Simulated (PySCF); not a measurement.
**Bond curve of MgCl**

Set-up: PySCF, no relativity, basis sets Mg 6-311G(d,p), Cl 6-311G(d,p). Energies in eV from Mg + Cl in their ground configurations at the same level. State: ²Σ⁺ (doublet), unpaired electrons σ ↑.

All columns are PBE0. A positive dipole means Mg(−)Cl(+).

```csv
R (Å),E (eV),μ (D),Mulliken charge on Mg (basis-dependent),HOMO (eV),LUMO (eV),Mayer bond order,⟨S²⟩
1.920,-2.515,-2.26,0.34,-5.45,-2.45,1.08,0.75
2.010,-2.960,-2.67,0.37,-5.57,-2.58,1.04,0.75
2.099,-3.203,-3.10,0.40,-5.70,-2.71,0.99,0.75
2.166,-3.289,-3.44,0.42,-5.79,-2.81,0.96,0.75
2.233,-3.313,-3.78,0.44,-5.88,-2.92,0.92,0.75
2.300,-3.291,-4.13,0.46,-5.98,-3.03,0.89,0.75
2.389,-3.208,-4.60,0.49,-6.10,-3.18,0.84,0.75
2.501,-3.047,-5.20,0.52,-6.25,-3.37,0.79,0.75
2.635,-2.807,-5.89,0.55,-6.41,-3.60,0.74,0.75
2.814,-2.455,-6.77,0.58,-6.61,-3.88,0.68,0.75
```

A fit through these points gives, at Re = 2.231 Å, μ = -3.77 D and dμ/dR = -5.18 D/Å; the reduced mass is 14.23 u.

Problem. How strong is the fundamental in the double-harmonic approximation, I = 42.26·(dμ/dR)²/μred km/mol?

Solution. I = 42.26·(-5.18)²/14.23 = 79.7 km/mol at PBE0.

The state was picked by a PBE0 search and need not be the measured ground state.
